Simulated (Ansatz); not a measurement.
**AlClH₂N radical: up Jacob's ladder to CCSD(T)**

The task here is to estimate one member of a computed series from the others.

Program: Ansatz 0.2.0, Gaussian basis. Level of theory: functionals in def2-TZVPP, the program's frozen cores in correlated methods. These are calculated values, not measurements.

Plan: LDA (SPW92), PBE-D4, revPBE-D4, BLYP-D4, r2SCAN-D4, B97M-V, PBE0-D4, B3LYP-D4, r2SCANh-D4, r2SCAN0-D4, HSE06-D4, BHLYP-D4, CAM-B3LYP-D4, LC-ωPBE, ωB97X-V, ωB97M-V, B2PLYP, PBE-QIDH; CCSD(T)/def2-SVP; CCSD(T)/def2-TZVPP; MP2/def2-QZVPP; extrapolation to the limit; RPA on PBE.

**The relaxed structure**

The geometry comes from an earlier relaxation with PBE0-D4 in a triple-zeta def2 set; it is a stationary point.

5 atoms, charge 0, spin multiplicity 2.

Atoms are counted from 1 here; the program's logs count them from 0.

Bond lengths: N1–Al2 1.765 Å, N1–H4 1.007 Å, N1–H5 1.009 Å, Al2–Cl3 2.116 Å. Angles: Al2–N1–H4 124.9°, Al2–N1–H5 124.1°, H4–N1–H5 111.0°, N1–Al2–Cl3 116.7°.

Geometry (Å):

```
N    -0.54944    0.46170   -0.23198
Al    0.40260   -0.29164    1.04915
Cl    1.90699   -1.64975    0.44077
H    -1.29364    1.12327   -0.08346
H    -0.41661    0.28271   -1.21588
```

Set-up of the first run:

Contents of in.yaml:

```yaml
crystal:
  periodic: [false, false, false]
  atoms:
    - {symbol: N, position_ang: [-0.549443, 0.461698, -0.231976]}
    - {symbol: Al, position_ang: [0.402602, -0.291636, 1.049148]}
    - {symbol: Cl, position_ang: [1.906992, -1.649745, 0.440767]}
    - {symbol: H, position_ang: [-1.293642, 1.123271, -0.083460]}
    - {symbol: H, position_ang: [-0.416609, 0.282712, -1.215879]}
basis:
  gaussian: {orbitals: def2-TZVPP}
magnetization: {spin_polarized: true, initial_magnetization: 1}
hamiltonian: {xc: lda}
output: {orbitals: {seedname: orbitals}}
```

Steps of the session up to this table: LDA; PBE-D4 (GGA); revPBE-D4 (GGA); BLYP-D4 (GGA); r2SCAN-D4 (meta-GGA); B97M-V (meta-GGA); PBE0-D4 (hybrid); B3LYP-D4 (hybrid); r2SCANh-D4 (hybrid); r2SCAN0-D4 (hybrid); HSE06-D4 (hybrid); BHLYP-D4 (hybrid); CAM-B3LYP-D4 (range-separated); LC-ωPBE-D4 (range-separated; the results give it without D4); ωB97X-V (range-separated); ωB97M-V (range-separated); B2PLYP (double hybrid); PBE-QIDH (double hybrid).

One of the session's tables, all rows but one given; the rest of the session is left out.

It belongs to the step «Orbital energies across the functionals». 

| functional | HOMO (eV) | LUMO (eV) | gap (eV) |
| --- | --- | --- | --- |
| LDA (SPW92) | -5.07 | -3.79 | 1.29 |
| PBE-D4 | -5.08 | -3.45 | 1.64 |
| revPBE-D4 | -5.07 | -3.30 | 1.77 |
| BLYP-D4 | -4.88 | -3.46 | 1.42 |
| r2SCAN-D4 | -5.39 | -2.96 | 2.42 |
| B97M-V | -4.99 | -4.07 | 0.92 |
| PBE0-D4 | -6.13 | -2.61 | 3.52 |
| B3LYP-D4 | ? | ? | ? |
| r2SCANh-D4 | -5.77 | -2.74 | 3.02 |
| r2SCAN0-D4 | -6.34 | -2.42 | 3.91 |
| HSE06-D4 | -5.74 | -2.98 | 2.75 |
| BHLYP-D4 | -6.99 | -1.96 | 5.03 |
| CAM-B3LYP-D4 | -7.31 | -1.85 | 5.46 |
| LC-ωPBE | -8.68 | -0.45 | 8.24 |
| ωB97X-V | -8.20 | -0.90 | 7.31 |
| ωB97M-V | -7.77 | -1.17 | 6.60 |

Q: Estimate the row for B3LYP-D4 from the others.

Worked estimate for «HOMO (eV)». Against the share of exact exchange, BLYP-D4 (0, -4.88), BHLYP-D4 (0.5, -6.99) give a slope of -4.22 per unit share; at 0.2 the line stands at -5.72.

**Answer.** HOMO (eV): -5.88; LUMO (eV): -2.98; gap (eV): 2.89. In «HOMO (eV)» the line misses by +0.16.
